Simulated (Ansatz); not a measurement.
A calculation on hcp Mg returned lattice constant a 3.134 Å, lattice parameter c 5.083 Å.

For reference: lattice constant a 3.209 Å (measured, 293 K, no zero-point or thermal correction; as tabulated in Wikipedia's data pages); lattice parameter c 5.210 Å (measured, 293 K, no zero-point or thermal correction; as tabulated in Wikipedia's data pages).

Q: Which level of theory produced these numbers?
A. LDA (Ansatz, an electronic-structure program)
B. PBE0 (Ansatz)
C. rVV10 (Ansatz)
D. r²SCAN (Ansatz)

A: A, LDA (Ansatz)

The others give: r²SCAN 3.180 Å, 5.152 Å; PBE0 3.195 Å, 5.142 Å; rVV10 3.176 Å, 5.160 Å.

Unless a cell is named, each level is at its own relaxed cell (LDA 21.61, PBE0 22.72, r²SCAN 22.57, rVV10 22.54 Å³/atom).

Ansatz's density-functional and Hartree–Fock values are scalar-relativistic unless marked +SOC, with PAW data made under PBE.
